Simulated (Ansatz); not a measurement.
# What a trial cell of CsCd2 relaxes into

All numbers below come from DFT PBE, scalar-relativistic, plane waves, PAW in Ansatz 0.2.0. Cutoff 420 eV, Γ-centred k mesh, Gaussian smearing, no spin polarisation in the final step.

CsCd2 was placed on the cubic Laves (C15) structure type (Fd-3m, No. 227), with Cs in place of Mg, Cd in place of Cu, at a guessed volume.

```
CELL_PARAMETERS angstrom
0.00000 4.54664 4.54664
4.54664 0.00000 4.54664
4.54664 4.54664 0.00000
ATOMIC_POSITIONS crystal
Cs 0.00000 0.00000 0.00000
Cs 0.25000 0.25000 0.25000
Cd 0.62500 0.62500 0.62500
Cd 0.12500 0.62500 0.62500
Cd 0.62500 0.62500 0.12500
Cd 0.62500 0.12500 0.62500
```

Cell and atoms relax at zero pressure; the relaxation can't lower the symmetry of the start.

Formation energies are uncorrected and refer to the elements' standard structures at the same level.

**Question.** Which crystal results?

**Answer.** It keeps Fd-3m (No. 227). The result has the cubic Laves (C15) structure. Conventional cell: a = 9.694 Å. Around Cs lie 12 Cd at 4.02 Å and 4 Cs at 4.20 Å; Cd is coordinated by 6 Cd at 3.43 Å and 6 Cs at 4.02 Å.

```xyz
6
Lattice="0.0000 4.8469 4.8469 4.8469 0.0000 4.8469 4.8469 4.8469 0.0000" Properties=species:S:1:pos:R:3 pbc="T T T"
Cs    4.8469    4.8469    4.8469
Cs    7.2704    7.2704    7.2704
Cd    1.2117    1.2117    1.2117
Cd    1.2117    3.6352    3.6352
Cd    3.6352    3.6352    1.2117
Cd    3.6352    1.2117    3.6352
```

**Question.** What are its volume, energy, density and gap?

**Answer.** The volume per atom is 37.96 Å³ and the density is 5.22 g/cm³. The energy over the elements is -0.03 eV/atom. The gap on the 8×8×8 mesh is 0 eV (a metal).

The final run used a 8×8×8 mesh on its 6-atom cell and 0.10 eV smearing. For metals, differences of a few meV/atom aren't resolved. A structure relaxed within its symmetry needn't be a true minimum. The steps took roughly 2.7 core-minutes in all.